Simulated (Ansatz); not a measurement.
Reaction (atomization): `CC(N)O` → 2 C• + 7 H• + N• + O•

Program: Ansatz. Geometries: PBE0-D4/def2-TZVP. ΔE: electronic, gas phase. CCSD(T)/CBS is the MP2 limit (def2-TZVPP, def2-QZVPP) plus CCSD(T) − MP2 in def2-TZVPP, frozen cores. This one scheme is used for every species, atoms too. No spin–orbit coupling; open shells (•) take unrestricted orbitals. Spin–orbit coupling would lower the free atoms: a little for C, O. One conformer a species, not always the lowest.

```
 species  CCSD(T)/CBS(def2) energy (Eh)
`CC(N)O`                     -210.19453
      C•                      -37.79194
      H•                       -0.50000
      N•                      -54.53257
      O•                      -75.00631
```

Problem. Work out ΔE.

Solution. ΔE = 7 × (-0.50000) + 2 × (-37.79194) + (-54.53257) + (-75.00631) − (-210.19453) = 1.57177 Eh = +42.77 eV.

Largest T1 diagnostic among the species: 0.010.

At CCSD(T), def2-SVP lies −2.34 eV from the extrapolated value and def2-TZVPP −1.16 eV: correlation converges slowly with the basis, and small sets miss more of it in the bonded molecule than in its fragments. The D4 term adds +0.25 eV with B3LYP and +0.13 eV with PBE0; it sums over pairs of atoms, weighted by their polarisabilities, and B3LYP, whose exchange is more repulsive, gets the larger term.

B3LYP here is the variant with VWN-RPA as its local correlation; programs differ in this.

For atomizations the MP2-based limit and the directly extrapolated one differ by several kJ/mol either way, and by 10 to 25 for some Ge, Se and Sn compounds, so smaller differences from it don't rank the levels.
